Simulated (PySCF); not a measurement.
PySCF input (M06-2X/def2-TZVPD):

```python
from pyscf import gto, scf, dft

mol = gto.M(
    atom='''
    N    -0.00000000   -0.00000000   -0.12998002
    H     0.00000000    0.00000000    0.90986017
    ''',
    basis='def2-tzvpd',
    charge=0,
    spin=2,
    symmetry='C2v',
    verbose=4,
)

mf = dft.UKS(mol, xc='m062x').density_fit(auxbasis='def2-universal-jkfit')
mf.grids.level = 4
mf.conv_tol = 1e-9
mf.max_cycle = 100
mf.max_memory = 1500
mf.kernel()
if not mf.converged:
    mf = mf.newton()
    mf.kernel(mf.make_rdm1())
mf.analyze()
```

End of the output:

```
Extra cycle  E= -55.2172347797448  delta_E= -2.18e-12  |g|= 6.3e-07  |ddm|= 2.36e-06
converged SCF energy = -55.2172347797448  <S^2> = 2.0072764  2S+1 = 3.004847
**** SCF Summaries ****
Total Energy =                         -55.217234779744821
Nuclear Repulsion Energy =               3.562317086859280
One-electron Energy =                  -81.602118582625934
Two-electron Energy =                   22.822566716021832
Two-electron Coulomb Energy =           29.978599784329294
DFT Exchange-Correlation Energy =       -7.156033068307462
HOMO-LUMO gap [eV] =                     9.600999012080862
Wave-function symmetry = A2
alpha occupancy for each irrep:     A1   A2   B1   B2
                                     3    0    1    1
beta  occupancy for each irrep:     A1   A2   B1   B2
                                     3    0    0    0
**** MO energy ****
alpha MO #1 (A1 #1), energy= -14.8208681427489 occ= 1
alpha MO #2 (A1 #2), energy= -0.949972683936423 occ= 1
alpha MO #3 (A1 #3), energy= -0.484031455602278 occ= 1
alpha MO #4 (B1 #1), energy= -0.413508142505436 occ= 1
alpha MO #5 (B2 #1), energy= -0.413508142505435 occ= 1
alpha MO #6 (A1 #4), energy= 0.0444344069277314 occ= 0
alpha MO #7 (A1 #5), energy= 0.131651808951343 occ= 0
alpha MO #8 (B1 #2), energy= 0.165411228094886 occ= 0
alpha MO #9 (B2 #2), energy= 0.165411228094885 occ= 0
alpha MO #10 (A1 #6), energy= 0.256162954539327 occ= 0
alpha MO #11 (A1 #7), energy= 0.306167860618523 occ= 0
alpha MO #12 (A2 #1), energy= 0.353635975845851 occ= 0
alpha MO #13 (A1 #8), energy= 0.353636077277958 occ= 0
alpha MO #14 (B1 #3), energy= 0.355359204489068 occ= 0
alpha MO #15 (B2 #3), energy= 0.355359204489068 occ= 0
alpha MO #16 (B1 #4), energy= 0.560430720182676 occ= 0
alpha MO #17 (B2 #4), energy= 0.560430720182672 occ= 0
alpha MO #18 (A1 #9), energy= 0.578246942673879 occ= 0
alpha MO #19 (A1 #10), energy= 0.639216171357738 occ= 0
alpha MO #20 (A1 #11), energy= 0.762997716048726 occ= 0
alpha MO #21 (B1 #5), energy= 1.2511327307551 occ= 0
alpha MO #22 (B2 #5), energy= 1.2511327307551 occ= 0
alpha MO #23 (A1 #12), energy= 1.28134813861554 occ= 0
alpha MO #24 (A2 #2), energy= 1.28134884724201 occ= 0
alpha MO #25 (A1 #13), energy= 1.36265421362677 occ= 0
alpha MO #26 (B1 #6), energy= 1.86979724162244 occ= 0
alpha MO #27 (B2 #6), energy= 1.86979724162245 occ= 0
alpha MO #28 (A1 #14), energy= 2.12230439257298 occ= 0
alpha MO #29 (A1 #15), energy= 2.21238531383504 occ= 0
alpha MO #30 (B1 #7), energy= 2.22293166346208 occ= 0
alpha MO #31 (B2 #7), energy= 2.22293166346208 occ= 0
alpha MO #32 (A1 #16), energy= 2.66377162138322 occ= 0
alpha MO #33 (A1 #17), energy= 2.97398820122594 occ= 0
alpha MO #34 (A1 #18), energy= 3.84034967487117 occ= 0
alpha MO #35 (A2 #3), energy= 3.84035270729997 occ= 0
alpha MO #36 (B1 #8), energy= 3.84842317345787 occ= 0
alpha MO #37 (B2 #8), energy= 3.84842317345787 occ= 0
alpha MO #38 (B1 #9), energy= 4.18365996536851 occ= 0
alpha MO #39 (B2 #9), energy= 4.18365996536852 occ= 0
alpha MO #40 (A2 #4), energy= 4.5055744772853 occ= 0
alpha MO #41 (A1 #19), energy= 4.5055773196697 occ= 0
alpha MO #42 (B1 #10), energy= 4.6148629114802 occ= 0
alpha MO #43 (B2 #10), energy= 4.6148629114802 occ= 0
alpha MO #44 (A1 #20), energy= 4.71268910033971 occ= 0
alpha MO #45 (A1 #21), energy= 5.3482980059194 occ= 0
alpha MO #46 (A1 #22), energy= 31.649083560282 occ= 0
beta  MO #1 (A1 #1), energy= -14.7961927712188 occ= 1
beta  MO #2 (A1 #2), energy= -0.820696383843853 occ= 1
beta  MO #3 (A1 #3), energy= -0.425432799187504 occ= 1
beta  MO #4 (B1 #1), energy= -0.0606779336721084 occ= 0
beta  MO #5 (B2 #1), energy= -0.0606779336721086 occ= 0
beta  MO #6 (A1 #4), energy= 0.0356785003385767 occ= 0
beta  MO #7 (A1 #5), energy= 0.130287042143433 occ= 0
beta  MO #8 (B1 #2), energy= 0.170148069418923 occ= 0
beta  MO #9 (B2 #2), energy= 0.170148069418921 occ= 0
beta  MO #10 (A1 #6), energy= 0.209700631029911 occ= 0
beta  MO #11 (A2 #1), energy= 0.268244896512671 occ= 0
beta  MO #12 (A1 #7), energy= 0.268245098065037 occ= 0
beta  MO #13 (A1 #8), energy= 0.318946993042935 occ= 0
beta  MO #14 (B1 #3), energy= 0.334631826066579 occ= 0
beta  MO #15 (B2 #3), energy= 0.334631826066579 occ= 0
beta  MO #16 (B1 #4), energy= 0.534979015603638 occ= 0
beta  MO #17 (B2 #4), energy= 0.534979015603632 occ= 0
beta  MO #18 (A1 #9), energy= 0.561231369686961 occ= 0
beta  MO #19 (A1 #10), energy= 0.640626215277482 occ= 0
beta  MO #20 (A1 #11), energy= 0.746489695405902 occ= 0
beta  MO #21 (B1 #5), energy= 1.28633060947705 occ= 0
beta  MO #22 (B2 #5), energy= 1.28633060947705 occ= 0
beta  MO #23 (A1 #12), energy= 1.31897485822052 occ= 0
beta  MO #24 (A2 #2), energy= 1.31897515158299 occ= 0
beta  MO #25 (A1 #13), energy= 1.36253789262932 occ= 0
beta  MO #26 (B1 #6), energy= 1.89645569448814 occ= 0
beta  MO #27 (B2 #6), energy= 1.89645569448815 occ= 0
beta  MO #28 (A1 #14), energy= 2.19752355406118 occ= 0
beta  MO #29 (A1 #15), energy= 2.23848524175511 occ= 0
beta  MO #30 (B1 #7), energy= 2.31130252978661 occ= 0
beta  MO #31 (B2 #7), energy= 2.31130252978661 occ= 0
beta  MO #32 (A1 #16), energy= 2.69133623571477 occ= 0
beta  MO #33 (A1 #17), energy= 3.00582519483992 occ= 0
beta  MO #34 (A2 #3), energy= 3.89226721579326 occ= 0
beta  MO #35 (A1 #18), energy= 3.89227438064004 occ= 0
beta  MO #36 (B1 #8), energy= 3.92024279030309 occ= 0
beta  MO #37 (B2 #8), energy= 3.92024279030309 occ= 0
beta  MO #38 (B1 #9), energy= 4.29508180444048 occ= 0
beta  MO #39 (B2 #9), energy= 4.2950818044405 occ= 0
beta  MO #40 (A2 #4), energy= 4.70398711375323 occ= 0
beta  MO #41 (A1 #19), energy= 4.70398998909318 occ= 0
beta  MO #42 (B1 #10), energy= 4.74628864863744 occ= 0
beta  MO #43 (B2 #10), energy= 4.74628864863743 occ= 0
beta  MO #44 (A1 #20), energy= 4.84814148272146 occ= 0
beta  MO #45 (A1 #21), energy= 5.5599080282261 occ= 0
beta  MO #46 (A1 #22), energy= 31.6581045583243 occ= 0
 ** Mulliken pop alpha/beta on meta-lowdin orthogonal AOs **
 ** Mulliken pop       alpha | beta **
pop of  0 N 1s        0.99998 | 0.99998
pop of  0 N 2s        0.91287 | 0.88802
pop of  0 N 3s        0.00374 | 0.00680
pop of  0 N 4s        0.00032 | 0.00050
pop of  0 N 5s        0.00004 | 0.00004
pop of  0 N 6s        0.00000 | 0.00000
pop of  0 N 2px       0.99307 | 0.00000
pop of  0 N 2py       0.99307 | 0.00000
pop of  0 N 2pz       0.71762 | 0.67670
pop of  0 N 3px       0.00271 | 0.00000
pop of  0 N 3py       0.00271 | 0.00000
pop of  0 N 3pz       0.00020 | 0.00165
pop of  0 N 4px       0.00016 | 0.00000
pop of  0 N 4py       0.00016 | 0.00000
pop of  0 N 4pz       0.00024 | 0.00050
pop of  0 N 3dxy      0.00000 | 0.00000
pop of  0 N 3dyz      0.00152 | 0.00000
pop of  0 N 3dz^2     0.00345 | 0.00340
pop of  0 N 3dxz      0.00152 | 0.00000
pop of  0 N 3dx2-y2    0.00000 | 0.00000
pop of  0 N 4dxy      0.00000 | 0.00000
pop of  0 N 4dyz      0.00020 | 0.00000
pop of  0 N 4dz^2     0.00010 | 0.00013
pop of  0 N 4dxz      0.00020 | 0.00000
pop of  0 N 4dx2-y2    0.00000 | 0.00000
pop of  0 N 5dxy      0.00000 | 0.00000
pop of  0 N 5dyz      0.00002 | 0.00000
pop of  0 N 5dz^2     0.00006 | 0.00014
pop of  0 N 5dxz      0.00002 | 0.00000
pop of  0 N 5dx2-y2    0.00000 | 0.00000
pop of  0 N 4f-3      0.00000 | 0.00000
pop of  0 N 4f-2      0.00000 | 0.00000
pop of  0 N 4f-1      0.00001 | 0.00000
pop of  0 N 4f+0      0.00020 | 0.00025
pop of  0 N 4f+1      0.00001 | 0.00000
pop of  0 N 4f+2      0.00000 | 0.00000
pop of  0 N 4f+3      0.00000 | 0.00000
pop of  1 H 1s        0.35327 | 0.41307
pop of  1 H 2s        0.00520 | 0.00484
pop of  1 H 3s        0.00196 | 0.00189
pop of  1 H 2px       0.00207 | 0.00000
pop of  1 H 2py       0.00207 | 0.00000
pop of  1 H 2pz       0.00017 | 0.00069
pop of  1 H 3px       0.00024 | 0.00000
pop of  1 H 3py       0.00024 | 0.00000
pop of  1 H 3pz       0.00058 | 0.00140
In total             5.00000 | 3.00000
 ** Mulliken atomic charges   ( Nelec_alpha | Nelec_beta ) **
charge of  0N =     -0.21232  (     4.63420      2.57812 )
charge of  1H =      0.21232  (     0.36580      0.42188 )
Dipole moment(X, Y, Z, Debye):  0.00000,  0.00000,  1.53518
```

This state (charge 0, triplet) is run at the relaxed geometry of the species with charge 0 and multiplicity 1, and is a spin state other than that species' own.
